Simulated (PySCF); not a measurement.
# One shape, several levels: CH2ClF (chlorofluoromethane)

Wanted: a comparison of 6 runs (B2PLYP/STO-6G, B3LYP/STO-6G, SVWN5/STO-6G, UPBE0/STO-6G, CCSDT/STO-6G, QCISD(T)/STO-6G) of CH2ClF (chlorofluoromethane). The job is set up through a Python script.

The results are computed with PySCF 2.14.0.

5 further runs of the same task are left out: 5 set aside as unsound or not needed.

### 1 The molecule

The species is CH2ClF (5 atoms), meant as a singlet with charge 0. As SMILES, `FCCl`. The C2–Cl3 distance was set to 2.650 Å, away from the relaxed value. At this shape a bond of the SMILES string is far longer than usual.

Bond lengths: F1–C2 1.355 Å, C2–H4 1.089 Å, C2–H5 1.089 Å. Angles: F1–C2–H4 109.3°, F1–C2–H5 109.3°, H4–C2–H5 112.3°. A long bond or contact: C2–Cl3 2.650 Å.

### 2 The energy at B2PLYP/STO-6G (run 1)

calc.py reads:

```python
from pyscf import gto, dft, mp

system = gto.M(
    atom=[
    ('F', (-0.717192, 1.221608, 1.294551)),
    ('C', (0.336818, 0.750408, 0.586121)),
    ('Cl', (-0.422970, -1.232890, -0.998060)),
    ('H', (1.085388, 0.358488, 1.273631)),
    ('H', (0.730978, 1.546758, -0.044029)),
],
    max_memory=1860,
    charge=0,
    basis='sto-6g',
    verbose=4,
    spin=0,
)

mf = dft.RKS(system, xc='0.53*HF + 0.47*B88, 0.73*LYP')
mf.conv_tol = 1e-10
mf.grids.level = 5
mf.kernel()
if not mf.converged:
    mf = mf.newton().run(mf.mo_coeff, mf.mo_occ)

pt = mp.MP2(mf, frozen=7).run()
e_tot = mf.e_tot + 0.27 * pt.e_corr
print('PT2 part  %.8f' % (0.27 * pt.e_corr))
print('E = %.10f Eh' % e_tot)
```

Started as:

```console
$ OMP_NUM_THREADS=1 python calc.py
```

Log:

```text
PySCF version 2.14.0

[... 75 lines left out ...]
converged SCF energy = -596.647145434196
[... 1 line left out ...]
******** <class 'pyscf.mp.mp2.RMP2'> ********
nocc = 10, nmo = 14
frozen orbitals 7
E(RMP2) = -596.81769381928  E_corr = -0.170548385084505
E(SCS-RMP2) = -596.83391545106  E_corr = -0.186770016864404
E_corr(same-spin) = -0.0206400521965411
E_corr(oppo-spin) = -0.149908332887964
PT2 part  -0.04604806
E = -596.6931934982 Eh
```

Wall time 4.5 s (1 thread of Arm Neoverse V2, shared host); peak memory 0.2 GiB.

### 3 A single-point energy at B3LYP/STO-6G (run 2)

calc.py reads:

```python
from pyscf import gto, dft

system = gto.Mole()
system.atom = '''
F   -0.717192   1.221608   1.294551
C    0.336818   0.750408   0.586121
Cl  -0.422970  -1.232890  -0.998060
H    1.085388   0.358488   1.273631
H    0.730978   1.546758  -0.044029
'''
system.verbose = 4
system.basis = 'sto-6g'
system.max_memory = 1860
system.charge = 0
system.build()

mf = dft.RKS(system)
mf.xc = 'b3lyp'
mf.conv_tol = 1e-10
mf.grids.level = 5
mf.kernel()
if not mf.converged:
    mf = mf.newton().run(mf.mo_coeff, mf.mo_occ)

energy = mf.e_tot
print('E(%s) = %.9f' % ('B3LYP', energy))
```

Started as:

```console
$ OMP_NUM_THREADS=1 python calc.py
```

Log:

```text
PySCF version 2.14.0

[... 75 lines left out ...]
converged SCF energy = -597.043543868587
E(B3LYP) = -597.043543869
```

Wall time 4.2 s (1 thread of Arm Neoverse V2, shared host); peak memory 0.21 GiB.

Runs 3 to 5 aren't shown in full; the table further down has their settings and results.

### 4 The energy at QCISD(T)/STO-6G (run 6)

input.py reads:

```python
from pyscf import gto, cc

mol = gto.M(
    atom=[
    ('F', (-0.717192, 1.221608, 1.294551)),
    ('C', (0.336818, 0.750408, 0.586121)),
    ('Cl', (-0.422970, -1.232890, -0.998060)),
    ('H', (1.085388, 0.358488, 1.273631)),
    ('H', (0.730978, 1.546758, -0.044029)),
],
    max_memory=1860,
    verbose=3,
    spin=0,
    basis='sto-6g',
)

myscf = mol.RHF()
myscf.conv_tol = 1e-10
myscf.kernel()
if not myscf.converged:
    myscf = myscf.newton().run(myscf.mo_coeff, myscf.mo_occ)

mycc = cc.QCISD(myscf, frozen=7)
mycc.kernel()
e_t = mycc.qcisd_t()
energy = mycc.e_tot + e_t
print('E = %.10f Eh' % energy)
```

Started as:

```console
$ OMP_NUM_THREADS=1 python input.py
```

Log:

```text
converged SCF energy = -595.735745662311
E(QCISD) = -595.8931168850127  E_corr = -0.1573712227017535
QCISD(T) correction = -0.00550264606868214
E = -595.8986195311 Eh
```

Run time: 1.1 s. Hardware: 1 thread of Arm Neoverse V2, shared host; peak memory 0.12 GiB.

### 5 The series

```
run            level  frozen core orbitals  follow instability  energy (Eh)  dipole moment (D) of the reference  HOMO energy (eV)  LUMO energy (eV)  wall time
  1    B2PLYP/STO-6G                     7                   –  -596.693193                                4.38             -6.88             -0.76      4.5 s
  2     B3LYP/STO-6G                     –                   –  -597.043544                                4.21             -5.18             -2.12      4.2 s
  3     SVWN5/STO-6G                     –                   –  -594.474757                                4.33             -3.73             -2.54      3.3 s
  4     UPBE0/STO-6G                     –                 yes  -596.782210                                3.92             -5.57             -2.05       27 s
  5     CCSDT/STO-6G                     7                   –  -595.899216                                4.86             -8.49              1.43      1.9 s
  6  QCISD(T)/STO-6G                     7                   –  -595.898620                                4.86             -8.49              1.43      1.1 s
```

### 6 What came out

| quantity | value |
| --- | --- |
| run 6: total energy | -595.89862 Eh |
| run 6: dipole moment (Hartree–Fock density) | 4.86 D |
| run 6: HOMO energy (Hartree–Fock orbitals) | -8.49 eV |
| run 6: LUMO energy (Hartree–Fock orbitals) | 1.43 eV |
| run 6: HOMO–LUMO gap (Hartree–Fock orbitals) | 9.93 eV |
| run 6: correlation energy (7 core orbitals frozen) | -162.9 mEh |
| run 6: (T) correction | -5.50 mEh |
| run 6: T1 diagnostic | 0.029 |

Over runs 1, 2, 3, 4 the dipole moment (its size) runs from 3.92 D (UPBE0/STO-6G) to 4.38 D (B2PLYP/STO-6G). A double hybrid's value is that of its SCF part. Over runs 1, 2, 3, 4 the HOMO–LUMO gap runs from 1.19 eV (SVWN5/STO-6G) to 6.13 eV (B2PLYP/STO-6G). Totals of different functionals can't be ranked against each other. In runs 1, 2, 3, 4, 5, 6 the basis is minimal, so the values are rough. Spin contamination of the reference: run 4 ⟨S²⟩ = 0.26. All runs together took 42 s, the longest 27 s.
